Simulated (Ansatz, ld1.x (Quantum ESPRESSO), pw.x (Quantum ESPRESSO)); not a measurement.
**gold (Au): one change to the TM potential, in the atom and in the bcc crystal**

```
Element                 : Au (Z = 79)
Generator               : ld1.x (Quantum ESPRESSO) 7.5
Type                    : norm-conserving Troullier–Martins (Kleinman–Bylander form)
Functional              : LDA (PW92)
Relativity              : scalar-relativistic
Frozen core             : [Xe] 4f14
Valence charge          : 11
Reference configuration : 5d10 6s0 6p0 (charge +1)
Partial waves           : 6s (bound, empty): rc 2.25 bohr; 5d (bound): rc 1.25 bohr; 6p (bound, empty): rc 3.05 bohr
Local potential         : the p channel
Core correction         : none
```

Change: wave 6p (bound): rc 3.05 bohr becomes 6p (bound): rc 3.16 bohr.

Cutoffs, loose and tight: the cutoffs (Ry, on a coarse ladder) from which the occupation-weighted sum of valence levels, in a spherical-Bessel basis at the reference potential, stays within 10 and 1 mRy of its value at 400 Ry. They do not see the model core or the augmentation charge, which bear on the density cutoff. Test errors are all-electron minus pseudo excitation energies from the reference, over the configurations 5d10 6s1 6p0; 5d9 6s0 6p0; 5d8 6s0 6p0; 5d10 6s0 6p1; 5d9 6s1 6p0; 5d9 6s1 6p1; 5d10 6s0.5 6p0 (two spin-polarised tests are not counted in the largest error); variants that change the core or the reference have their own tests.

Crystal test: bcc Au in pw.x 7.5, no spin, 14³ k-points, Fermi–Dirac smearing 0.01 Ry, cutoffs set for each file from its atomic test. The reference is all-electron LAPW (Ansatz 0.2.0) with the same functional, mesh and smearing; V0 and B0 come from Birch–Murnaghan fits to the pressures at five volumes. Errors are pseudo minus all-electron; Δ is the rms difference of the E(V) curves that follow from these fits, minima aligned, over ±6 % about the mean V0. Mesh and smearing are coarse, so the numbers serve the comparison and aren't converged zero-temperature values; the lattice is a test structure that the element need not adopt.

All-electron: a0 = 3.214 Å (V0 = 16.60 Å³/atom), B0 = 191.7 GPa.

Problem. Does the change bring the crystal closer to the all-electron result?

Solution. The mean pressure error goes from +15.10 to +13.34 GPa, so the change moves the solid closer to the all-electron pressures. Neither pressure curve crosses zero within the volumes sampled, so no fits are given.

| quantity | base | changed |
| --- | --- | --- |
| outcome (atom) | generated | generated |
| cutoff, loose (atom) | 60 Ry | 60 Ry |
| cutoff, tight (atom) | 90 Ry | 90 Ry |
| bound ghosts (atom) | none | none |
| largest test error (meV) (atom) | -511 | -517 |
| cutoffs in pw.x (Ry) | 110/440 | 110/440 |
| mean pressure error (GPa) | +15.10 | +13.34 |

Base: The largest radius (3.05 bohr) exceeds half the bond length (2.63 bohr), so the spheres overlap, which is one possible source of error among others. This is a poor potential for the solid. Changed file: The largest radius (3.16 bohr) exceeds half the bond length (2.63 bohr), so the spheres overlap, which is one possible source of error among others. This is a poor potential for the solid. The atomic cutoffs weigh occupied waves only.
